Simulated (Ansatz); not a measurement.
Consider the isomerisation: `FC1CCCO1` → `C=COC(C)F`.

Program: Ansatz. Geometries: PBE0-D4/def2-TZVP. ΔE: electronic, gas phase. CCSD(T)/CBS adds triple-zeta CCSD(T) − MP2 to the extrapolated MP2 energy (def2 sets, frozen cores). DFT in def2-TZVPP. B3LYP here is the variant with VWN-RPA as its local correlation; programs differ in this. One conformer a species, not always the lowest.

`FC1CCCO1`:

Cartesian coordinates in Å:
```
F -0.590 2.054 0.341
C -0.950 0.723 0.540
C -0.772 -0.029 -0.760
C 0.723 -0.328 -0.720
C 0.966 -0.533 0.771
O -0.100 0.142 1.449
H -1.959 0.741 0.956
H -1.091 0.557 -1.621
H -1.361 -0.949 -0.721
H 1.005 -1.199 -1.312
H 1.286 0.532 -1.087
H 1.919 -0.121 1.110
H 0.923 -1.589 1.054
```

`C=COC(C)F`:

Cartesian coordinates in Å:
```
C -1.333 1.704 0.524
C -0.668 1.403 -0.583
O 0.230 0.401 -0.772
C 0.337 -0.568 0.212
C 1.134 -1.718 -0.327
F 0.986 -0.043 1.313
H -2.036 2.525 0.494
H -1.190 1.191 1.464
H -0.789 1.965 -1.502
H -0.664 -0.858 0.555
H 1.264 -2.472 0.450
H 0.616 -2.165 -1.176
H 2.113 -1.363 -0.652
```

| level | ΔE (kcal/mol) | difference from CCSD(T)/CBS |
| --- | --- | --- |
| PBE-D4 | 15.2 | -0.3 |
| r2SCAN-D4 | 14.9 | -0.6 |
| PBE0-D4 | 18.1 | 2.6 |
| B3LYP-D4 | 12.4 | -3.1 |
| ωB97X-V | 18.1 | 2.6 |
| ωB97M-V | 15.9 | 0.4 |
| B2PLYP | 13.5 | -2.0 |
| PBE | 14.7 | -0.8 |
| r2SCAN | 14.8 | -0.7 |
| PBE0 | 17.7 | 2.2 |
| B3LYP | 11.6 | -3.9 |
| HF/def2-TZVPP | 13.3 | -2.2 |
| MP2/def2-TZVPP | 17.5 | 2.0 |
| SCS-MP2/def2-TZVPP | 16.3 | 0.8 |
| CCSD/def2-TZVPP | 16.2 | 0.7 |
| CCSD(T)/def2-TZVPP | 15.8 | 0.3 |
| HF/def2-QZVPP | 13.2 | -2.3 |
| MP2/def2-QZVPP | 17.2 | 1.7 |
| SCS-MP2/def2-QZVPP | 16.1 | 0.6 |
| HF/CBS(def2) | 13.2 | -2.3 |
| MP2/CBS(def2) | 17.2 | 1.7 |
| CCSD/CBS(def2) | 15.9 | 0.4 |
| CCSD(T)/CBS | 15.5 | 0 |

Largest T1 diagnostic among the species: 0.012.

The D4 term adds +0.8 kcal/mol with B3LYP and +0.4 kcal/mol with PBE0; it sums over pairs of atoms, weighted by their polarisabilities, and B3LYP, whose exchange is more repulsive, gets the larger term. In def2-TZVPP, CCSD(T) changes the Hartree–Fock value by +2.5 kcal/mol (the triples alone add −0.4 kcal/mol) and MP2 by +4.1 kcal/mol. From PBE to PBE0 (25 % exact exchange), in def2-TZVPP and without D4, ΔE moves by +3.0 kcal/mol.
